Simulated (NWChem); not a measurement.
Species: CH₅N cation, doublet; SMILES of the neutral closed-shell parent NC

```xyz
7

C      0.0221     0.7012    -0.0003
N      0.0004    -0.7013    -0.0001
H     -0.5848     1.0941    -0.8656
H      1.0462     1.1119    -0.0032
H     -0.5786     1.0940     0.8697
H     -0.8913    -1.2278     0.0001
H      0.8665    -1.2685     0.0002
```
Atoms are numbered in this order, from 1.

All runs: NWChem. Spin-unrestricted. Geometry: optimised at PBE-D3(BJ)/def2-SVP, spin-unrestricted. The spin multiplicity was typed, not searched, and may not be the lowest. No stability test was run on the SCF state. Fermi-contact couplings, non-relativistic, static geometry.

```csv
level,A(iso) 13C atom 1 (MHz),A(iso) 14N atom 2 (MHz),A(iso) 1H atom 3 (MHz),A(iso) 1H atom 5 (MHz),A(iso) 1H atom 6 (MHz),A(iso) 1H atom 7 (MHz),<S²>
B3LYP/pcJ-1,-40.1,39.0,262,264,-64.9,-66.8,0.755
PBE0/pcJ-1,-41.8,40.7,243,245,-68.3,-70.3,0.755
B3LYP/aug-cc-pVTZ-J,___,___,263,265,___,___,0.755
PBE/aug-cc-pVTZ-J,-33.7,27.7,267,269,-54.8,-56.9,0.753
```

**Question.** Complete the blanks.

**Answer.** 
- B3LYP/aug-cc-pVTZ-J, A(iso) 13C atom 1 (MHz): -38.8
- B3LYP/aug-cc-pVTZ-J, A(iso) 14N atom 2 (MHz): 38.1
- B3LYP/aug-cc-pVTZ-J, A(iso) 1H atom 6 (MHz): -64.1
- B3LYP/aug-cc-pVTZ-J, A(iso) 1H atom 7 (MHz): -66.2
